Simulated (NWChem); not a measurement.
# doublet [F2]+ at 6 levels

Wanted: a comparison of 6 runs (UHF/STO-3G, UHF/3-21G, UB3LYP/6-31G*, UCR-CCSD(T)/cc-pVTZ, UMP3/cc-pVTZ) of doublet [F2]+. 

The calculation is run with NWChem 7.3.0.

## (1) Starting point

[F2]+ has 2 atoms, charge +1, and is taken as a doublet. As SMILES of the parent species, `FF`. Geometry: relaxed at PBE0-D4/def2-TZVP. That shape belongs to the parent species and isn't relaxed for this state.

Bond lengths: F1–F2 1.376 Å.

## (2) A single-point energy at UHF/STO-3G (run 1)

sp.xyz reads:

```xyz
2
F2 hf
F     -0.583900     0.212400    -0.295000
F      0.583900    -0.212400     0.295000
```

sp.nw reads:

```
START sp
TITLE "F2 hf"
memory 2200 mb
charge 1

GEOMETRY units angstrom noautosym nocenter noautoz
  load format xyz sp.xyz
END

BASIS spherical bse
  F library STO-3G
END

SCF
  nopen 1
  uhf
  thresh 1e-08
  maxiter 80
END

TASK scf
```

On the command line:

```
$ nwchem sp.nw > sp.out
```

Standard output:

```text
[...]
  functions       =    10
[...]
  wavefunction    = UHF
[...]
         Total SCF energy =   -195.513142791086
      One electron energy =   -327.194814897935
      Two electron energy =    100.522219101671
 Nuclear repulsion energy =     31.159453005178
                       Sz =      0.5000
                 Sz(Sz+1) =      0.7500
                      S^2 =      0.7504
[...]
```

Run time: 0.58 s. Hardware: 1 thread of Intel Xeon Platinum 8375C at 2.90GHz (Ice Lake), shared host; peak memory 0.1 GiB.

## (3) The energy at UHF/3-21G (run 2)

struct.nw reads:

```
echo
START struct
TITLE "F2 energy"
memory 2200 mb
charge 1

GEOMETRY units atomic noautosym nocenter noautoz
  F     -1.10341108     0.40137783    -0.55746921
  F      1.10341108    -0.40137783     0.55746921
END

BASIS spherical bse
  F library 3-21G
END

SCF
  doublet
  uhf
  thresh 1e-08
  maxiter 80
END

TASK scf energy
```

On the command line:

```
$ nwchem struct.nw > struct.out
```

Standard output:

```text
[...]
  functions       =    18
[...]
  wavefunction    = UHF
[...]
         Total SCF energy =   -197.052938624807
      One electron energy =   -329.023703243078
      Two electron energy =    100.811313813117
 Nuclear repulsion energy =     31.159450805153
                       Sz =      0.5000
                 Sz(Sz+1) =      0.7500
                      S^2 =      0.7567
[...]
```

It took 0.6 s on 1 thread of Intel Xeon Platinum 8375C at 2.90GHz (Ice Lake), shared host; peak memory 0.1 GiB.

## (4) A single-point energy at UB3LYP/6-31G(d) (Cartesian functions) (run 3)

job.xyz reads:

```xyz
2
F2
F     -0.583900     0.212400    -0.295000
F      0.583900    -0.212400     0.295000
```

run.py reads:

```python
from ase.io import read
from ase.calculators.nwchem import NWChem

mol = read('job.xyz')

calc = NWChem(
    label='job',
    theory='dft',
    memory='2200 mb',
    basis='6-31G*',
    charge=1,
    dft={'xc': 'b3lyp', 'mult': '2', 'grid': 'xfine', 'convergence': 'energy 1e-08', 'iterations': '100', 'mulliken': None, 'print': 'low'},
    task='energy',
)
mol.calc = calc

e = mol.get_potential_energy()
print(f"E = {e:.6f} eV")
```

On the command line:

```
$ export ASE_NWCHEM_COMMAND="nwchem PREFIX.nwi > PREFIX.nwo"
$ python run.py
```

Standard output:

```text
E = -5413.186328 eV
```

The calculator wrote job.nwi:

```
title "job"

permanent_dir job

scratch_dir job

start job

geometry units angstrom nocenter noautosym noautoz
  F  -5.8389999999999997e-01 2.1240000000000001e-01 -2.9499999999999998e-01
  F  5.8389999999999997e-01 -2.1240000000000001e-01 2.9499999999999998e-01
end

charge 1

memory 2200 mb

basis noprint
   * library 6-31G*
end

dft
  xc b3lyp
  mult 2
  grid xfine
  convergence energy 1e-08
  iterations 100
  mulliken
  print low
end

task dft energy
```

job.nwo (excerpt; [...] marks lines left out):

```text
[...]
         Total DFT energy =     -198.930929967409
      One electron energy =     -331.116275968637
           Coulomb energy =      121.248315929115
    Exchange-Corr. energy =      -20.222422933065
 Nuclear repulsion energy =       31.159453005178
[... 14 lines left out ...]
     --------------------------------------------
      Spin Density - Mulliken Population Analysis
[...]
      <S2> =      0.7523 (Exact =     0.7500)
[...]
```

It took 3.6 s on 1 thread of Intel Xeon Platinum 8375C at 2.90GHz (Ice Lake), shared host; peak memory 0.12 GiB.

Runs 4 to 5 aren't shown in full; the table further down has their settings and results.

## (5) A single-point energy at UMP3/cc-pVTZ (run 6)

run.py reads:

```python
from ase import Atoms
from ase.calculators.nwchem import NWChem

molecule = Atoms(['F', 'F'], positions=[
    [-0.583900, 0.212400, -0.295000],
    [0.583900, -0.212400, 0.295000],
])

calc = NWChem(
    label='run',
    theory='tce',
    memory='2200 mb',
    basis='cc-pVTZ',
    basispar='spherical bse',
    charge=1,
    scf={'nopen': '1', 'uhf': None, 'thresh': '1e-08', 'maxiter': '80'},
    tce={'scf': None, 'mbpt3': None, 'freeze': 'core 2', 'maxiter': '60'},
    task='energy',
)
molecule.calc = calc

print("Total energy (eV):", round(molecule.get_potential_energy(), 6))
```

On the command line:

```
$ export ASE_NWCHEM_COMMAND="nwchem PREFIX.nwi > PREFIX.nwo"
$ python run.py
```

Standard output:

```text
Total energy (eV): -5406.676394
```

The calculator wrote run.nwi:

```
title "run"

permanent_dir run

scratch_dir run

start run

geometry units angstrom nocenter noautosym noautoz
  F  -5.8389999999999997e-01 2.1240000000000001e-01 -2.9499999999999998e-01
  F  5.8389999999999997e-01 -2.1240000000000001e-01 2.9499999999999998e-01
end

charge 1

memory 2200 mb

basis spherical bse noprint
   * library cc-pVTZ
end

scf
  nopen 1
  uhf
  thresh 1e-08
  maxiter 80
end
tce
  scf
  mbpt3
  freeze core 2
  maxiter 60
end

task tce energy
```

run.nwo (excerpt; [...] marks lines left out):

```text
[...]
      One electron energy =   -330.997172492428
[... 1 line left out ...]
 Nuclear repulsion energy =     31.159453005178
[... 31 lines left out ...]
          Final beta eigenvalues
[... 156 lines left out ...]
                     UHF Final Beta Molecular Orbital Analysis
[...]
```

Wall time 11 s (1 thread of Intel Xeon Platinum 8375C at 2.90GHz (Ice Lake), shared host); peak memory 0.49 GiB.

## (6) All runs side by side

| run | level | Cartesian functions | iteration cap | energy (Eh) | ⟨S²⟩ | wall time |
| --- | --- | --- | --- | --- | --- | --- |
| 1 | UHF/STO-3G | no | 80 | -195.513143 | 0.750 | 0.58 s |
| 2 | UHF/3-21G | no | 80 | -197.052939 | 0.757 | 0.6 s |
| 3 | UB3LYP/6-31G* (Cartesian functions) | yes | 100 | -198.930930 | 0.752 | 3.6 s |
| 4 | UB3LYP/6-31G* (spherical functions) | no | 100 | -198.927237 | 0.752 | 2.7 s |
| 5 | UCR-CCSD(T)/cc-pVTZ | no | 80 | -198.719404 | 0.768 | 45 s |
| 6 | UMP3/cc-pVTZ | no | 80 | -198.691694 | 0.768 | 11 s |

## (7) Results

| quantity | value |
| --- | --- |
| run 6: total energy | -198.69169 Eh |
| run 6: HOMO energy (Hartree–Fock orbitals) (highest over α and β) | -28.66 eV |
| run 6: LUMO energy (Hartree–Fock orbitals) (lowest over α and β) | -14.22 eV |
| run 6: correlation energy (2 core orbitals frozen) | -522.1 mEh |
| run 6: ⟨S²⟩ of the reference determinant | 0.768 |

What this shows: In run 1 the basis is minimal, so the values are rough. All runs together took 63 s, the longest 45 s.
